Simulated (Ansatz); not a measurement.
A nudged elastic band was laid between two geometries of BH4N + FH (8 atoms, charge 0, multiplicity 1).

Level of theory: RKS BLYP-D4/def2-SVP (Ansatz).

- movable images: 5
- climbing image: yes
- spring: 5.0 eV/Å²
- optimiser: quadratic models (default)
- start path: through a guess of the saddle point
- force threshold: 0.05 eV/Å
- iteration limit: 60
- end points: relaxed

First end point:

```xyz
8
Properties=species:S:1:pos:R:3
B 0.035 -0.265 0.234
N 0.021 -0.174 1.646
H -0.815 -0.365 2.205
H 0.877 -0.142 2.207
H 1.096 -0.170 -0.337
H -1.013 -0.447 -0.340
F -0.326 2.481 0.743
H -0.222 1.680 1.245
```

Last end point:

```xyz
8
Properties=species:S:1:pos:R:3
B 0.021 0.398 0.076
N -0.114 0.214 1.759
H -0.347 -0.759 2.009
H 0.771 0.461 2.231
H 0.934 -0.382 -0.212
H -1.102 0.085 -0.328
F 0.341 1.753 -0.072
H -0.850 0.828 2.140
```

Question: Which bonds break or form, and what moves?

Answer: Bonds broken: F7–H8. Bonds formed: B1–F7, N2–H8. BH4N + FH becomes BFH5N.

Question: Give the energies along the band, and the barrier.

Answer: It converged. The highest image is number 2 of 0 to 6, 32.3 kJ/mol above the first end and 120.1 kJ/mol above the last; the last end lies 87.9 kJ/mol below the first. A vibrational analysis at the climbing image gives one clearly imaginary mode, 582i cm⁻¹: a first-order saddle point. The orbitals stay closed-shell, which can raise the energy where a bond breaks towards radicals; this wasn't checked here.

| image | path coordinate (Å) | energy (kJ/mol) | F7–H8 (Å) | B1–F7 (Å) | N2–H8 (Å) |
| --- | --- | --- | --- | --- | --- |
| 0 | 0.00 | 0.0 | 0.95 | 2.82 | 1.91 |
| 1 | 0.47 | 9.1 | 0.96 | 2.34 | 1.77 |
| 2 | 0.94 | 32.3 | 1.08 | 1.82 | 1.44 |
| 3 | 1.50 | -52.7 | 1.66 | 1.48 | 1.06 |
| 4 | 2.06 | -82.8 | 2.30 | 1.41 | 1.03 |
| 5 | 2.63 | -85.9 | 2.47 | 1.40 | 1.03 |
| 6 | 3.19 | -87.9 | 2.68 | 1.40 | 1.03 |

Question: What is the geometry of the highest image?

Answer: 
```xyz
8
Properties=species:S:1:pos:R:3:forces:R:3
B -0.007 0.087 0.236 0.00 0.01 0.01
N -0.012 0.059 1.754 -0.01 0.00 0.01
H -0.807 -0.384 2.226 0.01 -0.01 0.00
H 0.863 -0.163 2.239 0.00 0.00 0.00
H 1.079 -0.019 -0.288 0.00 0.00 0.00
H -1.020 -0.301 -0.301 0.00 0.00 0.00
F -0.248 1.889 0.379 0.00 0.00 0.00
H -0.194 1.431 1.360 0.01 0.00 -0.01
```

Question: What are the harmonic wavenumbers there?

Answer: 582i, 435, 480, 712, 717, 783, 851, 964, 1091, 1149, 1189, 1225, 1535, 1944, 2517, 2617, 3436, 3521 cm⁻¹.

The run took 120 s on 1 thread of Arm Neoverse V1, with other jobs on the host, peak memory 0.11 GiB.
